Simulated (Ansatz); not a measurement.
`C=CCCO` + dimethylamine → `CN(C)CO` + propene  (substitution at a C–C bond)

Gas-phase electronic energies from Ansatz, PBE0-D4/def2-TZVP geometries. CCSD(T)/CBS is the MP2 limit (def2-TZVPP, def2-QZVPP) plus CCSD(T) − MP2 in def2-TZVPP, frozen cores. Functionals use def2-TZVPP. One conformer a species, not always the lowest.

```csv
species,PBE0 energy (Eh)
`C=CCCO`,-232.24839
`CNC`,-135.04963
`CN(C)CO`,-249.50260
`C=CC`,-117.79841
```

Q: Work out ΔE.

A: ΔE = (-249.50260) + (-117.79841) − (-232.24839) − (-135.04963) = -0.00299 Eh = -1.9 kcal/mol. CCSD(T)/CBS gives -1.7 kcal/mol.

Largest T1 diagnostic among the species: 0.010.
